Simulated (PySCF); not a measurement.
# Four-centre ligand exchange

Start structure (SiNH$_{6}$F, singlet), relaxed at PBE0-D4/def2-TZVP:

```xyz
9
angstrom
Si 0.0799 -0.6457 0.3171
F 0.1574 -0.4668 -1.2774
H 0.4654 -2.0489 0.5814
H 1.0140 0.3541 0.8792
N -1.4559 -0.3761 0.9818
H 1.6700 1.6579 -1.9521
H 2.1206 2.2531 -1.9359
H -2.1913 -1.0603 0.9221
H -1.8182 0.5517 1.1244
```

The step: SiNH₄F ([NH2][SiH2][F]) + H₂ → SiNH₅ ([NH2][SiH3]) + HF; bonds formed: Si1–H7, F2–H6; bonds broken: Si1–F2, H6–H7. Program: PySCF 2.14 with density fitting (its default auxiliary sets; JK sets also for MP2 and CCSD(T)). Basis: def2-TZVPP and def2-QZVPP. Cores are frozen in the correlated methods. Extrapolation: Hartree–Fock as exp(−7.88 √X), correlation as X^−2.97. Energies below are by CCSD(T) at an estimated basis limit (MP2 extrapolated from triple and quadruple zeta, plus CCSD(T) − MP2 in triple zeta).

**Question.** What are the electronic barrier and the energy of the step, from the start structure to the end structure? (To be estimated.)

**Answer.** The calculation gives: Barrier 2.548 eV; step energy 1.324 eV (uphill); reverse barrier, their difference, 1.224 eV. Barrier and step energy count from the start structure, the reverse barrier from the end structure.

The saddle point: One imaginary mode of 1037i cm⁻¹.
```tsv
pair	start (Å)	saddle (Å)	end (Å)
Si1–H7	4.20	1.70	1.50
F2–H6	2.69	1.20	0.93
Si1–F2	1.61	1.97	3.34
H6–H7	0.75	0.97	1.75
```

Zero-point energy (harmonic, PBE0-D4): ZPE is 1.565 eV at the start and 1.658 eV at the saddle, so the barrier goes from 2.548 to 2.641 eV.

No T1 diagnostic of these runs exceeds 0.013.

Labels in which every atom is bracketed show which atoms are joined, not bond orders.

For scale, one of the runs: CCSD(T)/def2-TZVPP, 188 basis functions, launched by `OMP_NUM_THREADS=4 python run.py`. Time: 6.1 min of wall clock on 4 CPU threads of an Arm Neoverse V1; the host was shared. Peak host memory: 2 GiB.
